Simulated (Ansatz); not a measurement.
Results of r²SCAN+rVV10 (Ansatz, a quantum-chemistry and plane-wave program, plane waves, PAW) for solid chlorine.

Run with plane-wave cutoff 500 eV, 8×8×4 k mesh (along the axes of the cell as run), gaussian smearing 0.02 eV, scalar-relativistic PAW data made under PBE.

Cell (relaxed at this level):

```
Cl
1.0
    2.01050    -3.12341     0.00000
    2.01050     3.12341     0.00000
    0.00000     0.00000     8.13998
Cl
4
Direct
  0.87539   0.87539   0.89256
  0.62461   0.62461   0.39256
  0.37539   0.37539   0.60744
  0.12461   0.12461   0.10744
```

Question: What does this level give for the band gap?

Answer: 
- band gap = 2.56 eV (on the SCF k mesh)
